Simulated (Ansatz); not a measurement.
Born–Oppenheimer molecular dynamics of C4H9NO (15 atoms, charge 0, multiplicity 1). It starts from a relaxed structure.

Theory: UKS B3LYP-D4/STO-3G in Ansatz.

| Quantity | Value |
| --- | --- |
| ensemble | NVT, Langevin thermostat |
| time step | 0.5 fs |
| steps asked | 138 |
| set temperature | 300 K |
| friction | 0.5 /fs |
| seed | 502402 |

First frame:

```xyz
15
Properties=species:S:1:pos:R:3
C -0.388 -0.376 1.773
C 0.077 -0.202 0.323
C 1.234 -1.091 -0.139
C -0.539 0.705 -0.478
N -0.132 1.142 -1.829
O -1.667 1.434 -0.014
H 0.459 -0.275 2.473
H -0.832 -1.374 1.933
H -1.145 0.385 2.020
H 1.409 -1.020 -1.224
H 2.175 -0.821 0.375
H 1.026 -2.148 0.098
H 0.805 0.707 -2.041
H -0.792 0.697 -2.528
H -1.711 2.186 -0.712
```

How far do the bonds stretch over the last three quarters of this one trajectory? (Pairs bonded in most of those frames.)


```csv
bond,mean (Å),spread (Å),shortest,longest
C1–C2,1.550,0.027,1.51,1.60
C1–H7,1.109,0.023,1.07,1.16
C1–H8,1.108,0.025,1.07,1.18
C1–H9,1.108,0.022,1.08,1.16
C2–C3,1.526,0.025,1.48,1.57
C2–C4,1.379,0.014,1.33,1.40
C3–H10,1.104,0.031,1.06,1.19
C3–H11,1.113,0.035,1.04,1.18
C3–H12,1.116,0.026,1.06,1.16
C4–N5,1.497,0.015,1.47,1.52
C4–O6,1.435,0.023,1.39,1.47
N5–H13,1.055,0.027,0.98,1.11
N5–H14,1.058,0.026,1.01,1.11
O6–H15,1.031,0.019,0.99,1.07
```

Mean temperature of the second half: 280 K. A run of 0.069 ps of so small a system gives no equilibrium averages. The friction is so strong that the motion is overdamped, so the time scale means little. Limits of this set-up: minimal basis.

Run time: 8.9 min on 1 thread of Intel(R) Xeon(R) Platinum 8375C CPU @ 2.90GHz (Ice Lake) (shared host), peak memory 0.16 GiB.
